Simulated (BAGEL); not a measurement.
# SiH2SCl (SMILES S[SiH]Cl): ROHF/cc-pVTZ (density fitting with cc-pvtz-jkfit)

Aim: the energy difference between two shapes of SiH2SCl at ROHF/cc-pVTZ (density fitting with cc-pvtz-jkfit), from 2 runs. 

Program for the calculation: BAGEL 1.2.2.

6 further runs of the same task are left out: 6 set aside as unsound or not needed.

## Step 1: The system as given

SiH2SCl has 5 atoms, charge 0, and is taken as a doublet. As SMILES, `S[SiH]Cl`. The coordinates come from a PBE0-D4/def2-TZVP relaxation. This is one conformer, not always the lowest.

Bond lengths: S1–Si2 2.132 Å, Si2–Cl3 2.053 Å, S1–H4 1.346 Å, Si2–H5 1.494 Å. Angles: S1–Si2–Cl3 106.0°, S1–Si2–H5 111.3°, Cl3–Si2–H5 107.7°, Si2–S1–H4 92.6°.

## Step 2: The energy at ROHF/cc-pVTZ (density fitting with cc-pvtz-jkfit)

hf.json

```json
{ "bagel": [

{
  "title": "molecule",
  "basis": "cc-pvtz.json",
  "df_basis": "cc-pvtz-jkfit",
  "angstrom": "true",
  "geometry": [
    { "atom": "S", "xyz": [   -1.489500,    0.144700,   -0.110400 ] },
    { "atom": "Si", "xyz": [    0.633500,    0.085900,   -0.296400 ] },
    { "atom": "Cl", "xyz": [    1.324100,    1.826800,    0.545500 ] },
    { "atom": "H", "xyz": [   -1.633000,   -1.077000,   -0.655900 ] },
    { "atom": "H", "xyz": [    1.214800,   -1.053900,    0.475800 ] }
  ]
},
{ "title": "rohf", "charge": 0, "nopen": 1 },
{ "title": "print", "file": "orbitals.molden", "orbitals": "true" }

]}
```

The basis set cc-pVTZ is read from a file made from the Basis Set Exchange's data (not shown).

Command:

```console
BAGEL_NUM_THREADS=1 BAGEL hf.json > hf.out
```

The program printed:

```text
* using 1 threads per process

  ===============================================================
  ===============================================================

  *** Geometry ***

  { "atom" : "S", "xyz" : [     -2.814747,      0.273443,     -0.208626 ] },
  { "atom" : "Si", "xyz" : [      1.197142,      0.162327,     -0.560115 ] },
  { "atom" : "Cl", "xyz" : [      2.502186,      3.452152,      1.030846 ] },
  { "atom" : "H", "xyz" : [     -3.085923,     -2.035235,     -1.239471 ] },
  { "atom" : "H", "xyz" : [      2.295639,     -1.991582,      0.899132 ] },

  Number of auxiliary basis functions:      423

  Since a DF basis is specified, we compute 2- and 3-index integrals:
    o Being stored without compression. Storage requirement is 0.057 GB

  Number of basis functions:      130
  Number of electrons      :       49

    * METHOD: MOLECULE                             0.17

  *** Open-shell HF ***

  === Nuclear Repulsion ===
   182.3036213202

      * DIIS with orbital gradients will be used.

  === ROHF iteration (cc-pvtz.json) ===
      0      -1147.13358425          0.01585951           0.17
      1      -1147.20234228          0.00752431           0.17
      2      -1147.21636785          0.00352347           0.17
      3      -1147.22015818          0.00112932           0.22
      4      -1147.22116965          0.00032718           0.16
      5      -1147.22141886          0.00012810           0.16
      6      -1147.22146471          0.00003260           0.16
      7      -1147.22148843          0.00001151           0.17
      8      -1147.22149208          0.00000445           0.16
      9      -1147.22149301          0.00000112           0.16
     10      -1147.22149329          0.00000059           0.18
     11      -1147.22149331          0.00000024           0.18
     12      -1147.22149332          0.00000010           0.16
     13      -1147.22149333          0.00000003           0.16
     14      -1147.22149333          0.00000001           0.16
     15      -1147.22149333          0.00000000           0.16
    * SCF iteration converged.

    * S^2 (ROHF) is 0.7500

    * Permanent dipole moment:
           (   -0.011271,     0.732655,     0.349809) a.u.

    * METHOD: ROHF                                 2.89

    * METHOD: PRINT                                0.01

  ===============================================================
```

Wall time 3.6 s (1 thread of Intel Xeon 6975P-C (Granite Rapids), shared host); peak memory 0.15 GiB.

## Step 3: The distorted shape at the same level

job.json

```json
{ "bagel": [

{
  "title": "molecule",
  "basis": "cc-pvtz.json",
  "df_basis": "cc-pvtz-jkfit",
  "angstrom": true,
  "geometry": [
    { "atom": "S", "xyz": [      -1.377529,       0.107931,      -0.141651 ] },
    { "atom": "Si", "xyz": [       0.487774,       0.117121,      -0.296749 ] },
    { "atom": "Cl", "xyz": [       1.246852,       1.799971,       0.581818 ] },
    { "atom": "H", "xyz": [      -1.649959,      -0.983843,      -0.730190 ] },
    { "atom": "H", "xyz": [       1.247509,      -1.101206,       0.513434 ] }
  ]
},

{ "title": "rohf", "nopen": 1 },

{ "title": "print", "file": "orbitals.molden", "orbitals": true }

]}
```

The basis set cc-pVTZ is read from a file made from the Basis Set Exchange's data (not shown).

Command:

```console
BAGEL_NUM_THREADS=1 BAGEL job.json > job.out
```

The program printed:

```text
* using 1 threads per process

  ===============================================================
  ===============================================================

  *** Geometry ***

  { "atom" : "S", "xyz" : [     -2.603153,      0.203960,     -0.267682 ] },
  { "atom" : "Si", "xyz" : [      0.921759,      0.221327,     -0.560774 ] },
  { "atom" : "Cl", "xyz" : [      2.356209,      3.401452,      1.099477 ] },
  { "atom" : "H", "xyz" : [     -3.117971,     -1.859194,     -1.379859 ] },
  { "atom" : "H", "xyz" : [      2.357450,     -2.080978,      0.970250 ] },

  Number of auxiliary basis functions:      423

  Since a DF basis is specified, we compute 2- and 3-index integrals:
    o Being stored without compression. Storage requirement is 0.057 GB

  Number of basis functions:      130
  Number of electrons      :       49

    * METHOD: MOLECULE                             0.17

  *** Open-shell HF ***

  === Nuclear Repulsion ===
   192.2819426851

      * DIIS with orbital gradients will be used.

  === ROHF iteration (cc-pvtz.json) ===
      0      -1147.10065333          0.01487019           0.17
      1      -1147.16348506          0.00618741           0.17
      2      -1147.17420349          0.00265748           0.17
      3      -1147.17676274          0.00109265           0.18
      4      -1147.17759269          0.00031324           0.17
      5      -1147.17780918          0.00012690           0.17
      6      -1147.17784976          0.00003502           0.17
      7      -1147.17787504          0.00001292           0.17
      8      -1147.17787922          0.00000493           0.17
      9      -1147.17788049          0.00000120           0.17
     10      -1147.17788101          0.00000065           0.19
     11      -1147.17788104          0.00000024           0.17
     12      -1147.17788108          0.00000011           0.16
     13      -1147.17788109          0.00000003           0.16
     14      -1147.17788110          0.00000001           0.16
     15      -1147.17788110          0.00000001           0.17
    * SCF iteration converged.

    * S^2 (ROHF) is 0.7500

    * Permanent dipole moment:
           (    0.551129,     0.630924,     0.423979) a.u.

    * METHOD: ROHF                                 2.87

    * METHOD: PRINT                                0.01

  ===============================================================
```

It took 3.6 s on 1 thread of Intel Xeon 6975P-C (Granite Rapids), shared host; peak memory 0.15 GiB.

## Step 4: What came out

Level: ROHF/cc-pVTZ (density fitting with cc-pvtz-jkfit).

```
                              quantity           value
             first shape: total energy  -1147.22149 Eh
            first shape: dipole moment          2.06 D
                     first shape: ⟨S²⟩           0.750
         distorted shape: total energy  -1147.17788 Eh
        distorted shape: dipole moment          2.39 D
                 distorted shape: ⟨S²⟩           0.750
energy change with the atoms displaced        1.187 eV
```

In words: With the atoms displaced the energy rises by 1.19 eV (27 kcal/mol). The first shape isn't relaxed at this level, so the change isn't measured from a minimum.
